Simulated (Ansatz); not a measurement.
(H3Si)2NH (Si₂NH₇). The state is a triplet with charge 0. Geometry B3LYP-D4/def2-TZVP, that of the neutral singlet; atoms count from 1.

```xyz
10

Si   -1.382    0.593   -0.443
H    -1.955    1.873    0.042
H    -0.788    0.777   -1.785
H    -2.502   -0.378   -0.548
N    -0.121    0.058    0.615
Si    1.430   -0.604    0.223
H     2.476   -0.016    1.095
H     1.706   -0.280   -1.194
H     1.492   -2.078    0.395
H    -0.355    0.056    1.600
```

At PBE0-D4/def2-TZVP a singlet of charge 0 lies 5.60 eV below the triplet at the same geometry.

(1) Estimate the Mulliken populations from the PBE0/def2-TZVP orbitals of Ansatz.

(2) Where does the spin sit?

(3) And the Mayer bond orders between heavy atoms (over 0.3)?

Results:

(1) 
```
atom  charge (e)  spin (α − β)
 Si1       -0.18          0.52
  H2        0.03          0.04
  H3        0.01         -0.02
  H4        0.04          0.08
  N5        0.20          0.45
 Si6       -0.18          0.52
  H7        0.03          0.04
  H8        0.01         -0.02
  H9        0.04          0.08
 H10        0.00          0.29
```
Mulliken values depend strongly on the basis.

(2) Summed by element: Si 1.05, H 0.50, N 0.45, of 2 unpaired in all. Largest on single atoms: Si1 0.52, Si6 0.52, N5 0.45.

(3) Si1–N5 0.52 (1.73 Å); Si1–Si6 0.52 (3.13 Å); N5–Si6 0.52 (1.73 Å).
